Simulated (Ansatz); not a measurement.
We consider bcc Fe, described by r²SCAN+rVV10 (Ansatz, an electronic-structure program, PAW).

Settings: plane-wave cutoff 560 eV, 26×26×26 k mesh, Fermi–Dirac smearing 0.05 eV, spin-polarised with parallel moments, scalar-relativistic PAW data made under PBE.

Cell (relaxed at this level):

```yaml
crystal:
  lattice:
    - [-1.42754, 1.42754, 1.42754]
    - [1.42754, -1.42754, 1.42754]
    - [1.42754, 1.42754, -1.42754]
  atoms:
    - { symbol: Fe, position: [0.00000, 0.00000, 0.00000], spin: 2.5 }
```

### Question
Predict the bulk modulus and magnetic moment per atom (the cell's total over its atoms).

### Answer

- bulk modulus: 177 GPa
- magnetic moment per atom (the cell's total over its atoms): 2.63 μB

The run finds no gap.

Measured, for comparison: bulk modulus 174 GPa (corrected for temperature and zero-point phonon effects, our sources range from 170 to 175; as tabulated in Levämäki et al. (2014), arXiv:1402.3671). Computed (rounded) less measured: bulk modulus +2 % (+1 % to +4 % over the range).

Spins in the cell block are starting values.

Moments are spin moments.
